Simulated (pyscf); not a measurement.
`[OH2]` + `[OH][AsH][OH]` → `[OH][AsH][OH]` + `[OH2]` (four-centre exchange; singlet surface; H–O, As–O broken, As–O, H–O formed). Structures and frequencies: ωB97X-D3(BJ)/def2-SVP in PySCF. Energies in kJ/mol from the separated reactants.

```tsv
level	barrier	reaction energy
ωB97X-D3(BJ)/def2-TZVP	111.2	0.0
r²SCAN/def2-TZVP	92.7	0.0
B3LYP-D3(BJ)/def2-TZVP	100.5	0.0
PBE0-D3(BJ)/def2-TZVP	?	0.0
M06-2X/def2-TZVP	109.7	0.0
ωB97M-D3(BJ)/def2-TZVP	?	0.0
```

Task: What belongs in the gaps?

Result: 
- PBE0-D3(BJ)/def2-TZVP, barrier: 99.2
- ωB97M-D3(BJ)/def2-TZVP, barrier: 108.3

The functionals in the table span 18.5 kJ/mol in this barrier, from r²SCAN to ωB97X-D3(BJ)/def2-TZVP. On the reactant side the descent ends in a bound adduct, 37.0 kJ/mol under the separated species and 148.2 kJ/mol under the saddle at ωB97X-D3(BJ)/def2-TZVP. On the product side the descent ends in a complex, 23.8 kJ/mol under the separated species and 135.0 kJ/mol under the saddle at ωB97X-D3(BJ)/def2-TZVP. This is the saddle that the search found; another between the same sides may lie lower. Elements up to Kr have no core potential and no relativistic terms here.
